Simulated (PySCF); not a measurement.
Vibration and rotation of BN

ROHF-CCSD(T) constants of BN, ³Π (triplet), unpaired electrons σ ↑, π ↑ (PySCF, spin-free X2C with a Gaussian nucleus, basis sets B x2c-SVPall, N x2c-SVPall; masses 11.0093 and 14.0031 u):

* ωe: 1531.7 cm⁻¹
* ωexe: 12.9 cm⁻¹
* Be: 1.5341 cm⁻¹
* αe: 0.0174 cm⁻¹
* D (centrifugal): 6.16e-06 cm⁻¹
* De to B + N: 4.10 eV

Q: Give the vibrational terms G(v) and spacings up to v = 6.

A: G(v) = ωe(v+½) − ωexe(v+½)².

```json
{"v": "0", "G(v) (cm⁻¹)": "762.6", "G(v) − G(v−1)": "", "Bv (cm⁻¹)": "1.525"}
{"v": "1", "G(v) (cm⁻¹)": "2268.5", "G(v) − G(v−1)": "1505.9", "Bv (cm⁻¹)": "1.508"}
{"v": "2", "G(v) (cm⁻¹)": "3748.6", "G(v) − G(v−1)": "1480.1", "Bv (cm⁻¹)": "1.491"}
{"v": "3", "G(v) (cm⁻¹)": "5202.9", "G(v) − G(v−1)": "1454.3", "Bv (cm⁻¹)": "1.473"}
{"v": "4", "G(v) (cm⁻¹)": "6631.4", "G(v) − G(v−1)": "1428.5", "Bv (cm⁻¹)": "1.456"}
{"v": "5", "G(v) (cm⁻¹)": "8034.1", "G(v) − G(v−1)": "1402.7", "Bv (cm⁻¹)": "1.438"}
{"v": "6", "G(v) (cm⁻¹)": "9411.0", "G(v) − G(v−1)": "1376.9", "Bv (cm⁻¹)": "1.421"}
```

Q: How well does the Morse estimate ωe²/(4ωexe) reproduce De, and what is D0?

A: It gives 5.64 eV, 137 % of the computed De. D0 = De − G(0) = 4.10 − 0.09 = 4.01 eV.

Correlated steps freeze 2 core orbitals. Correlated levels converge slowly with the basis: in double zeta they bind strong bonds too weakly, by up to about 1 eV, and carry superposition errors of some tenths. The state is the lowest determinant that a PBE0 search found; another state may lie lower at other levels.
